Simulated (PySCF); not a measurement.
## SO2: bending curve

All numbers come from r2SCAN in PySCF with S def2-TZVP, O def2-TZVP; no relativity; density-fitted integrals.

Rigid scan from the singlet minimum (S–O 1.442 Å (×2); O–S–O 118.8°). Coordinate: the O–S–O angle, bonds fixed. Energies in kJ/mol from the minimum.

Task: Predict the curve at 80, 90, 100, 110, 120, 130, 140, 150, 160, 170, 180.

Result: 
| bond angle (°) | E (kJ/mol) | dipole size (D) |
| --- | --- | --- |
| 80 | 359.2 | 3.02 |
| 90 | 170.4 | 2.81 |
| 100 | 64.3 | 2.45 |
| 110 | 12.7 | 2.02 |
| 120 | 0.2 | 1.56 |
| 130 | 17.6 | 1.09 |
| 140 | 58.5 | 0.65 |
| 150 | 117.0 | 0.27 |
| 160 | 183.3 | 0.00 |
| 170 | 240.0 | 0.08 |
| 180 | 263.1 | 0.00 |

With the bonds held, the linear shape lies 263.1 kJ/mol from the minimum.

Other isomers or separated fragments may lie lower.
